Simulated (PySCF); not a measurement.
These 2 structures share the formula C11H10. Method: PySCF, PBE0-D3(BJ)/def2-SVP geometry optimisation, gas phase. Energies are electronic, without zero-point or thermal terms, for one conformer each. No frequencies were run at this level. Point groups hold within 0.08 Å.

Problem. Rank from lowest to highest electronic energy at this level (kcal/mol).
A. 2-methylnaphthalene, `Cc1ccc2ccccc2c1`
B. `C1=C[C@H]2C[C@@H]1c1ccccc12`

Solution. A (0.0), B (33.7).

As drawn, the higher has a C=C bond outside aromatic rings, which the lower lacks.

| SMILES | E (Eh) | E rel (kcal/mol) | dipole (D) | point group | A, B, C (MHz) |
| --- | --- | --- | --- | --- | --- |
| Cc1ccc2ccccc2c1 | -424.42309 | 0.0 | 0.52 | Cs | 2810, 823.0, 639.1 |
| C1=C[C@H]2C[C@@H]1c1ccccc12 | -424.36935 | 33.7 | 0.50 | Cs | 2521, 1043, 891.0 |

***

Isomers of C6H5 (doublet state). Computed, not measured: PySCF, PBE0-D3(BJ)/def2-SVP geometry optimisation, gas phase. One conformer each; no zero-point energy, no entropy. No frequencies were run at this level. Point groups hold within 0.08 Å. The open-shell SCF solutions weren't tested for stability.

Question: Order them by energy at this level, lowest first, and give relative energies in kJ/mol.
A. phenyl (`c1ccc[c]c1`)
B. `C=C1[C]=CC1=C` [radical]

Answer: A (0.0), B (293.6).

As drawn, the higher has a four-membered ring, which the lower lacks.

```
       SMILES      E (Eh)  E rel (kJ/mol)  dipole (D)  point group     A, B, C (MHz)   ⟨S²⟩
   [c]1ccccc1  -231.12609             0.0        0.85          C2v  6284, 5605, 2963  0.761
C=C1[C]=CC1=C  -231.01426           293.6        0.65           Cs  5941, 4316, 2500  0.774
```
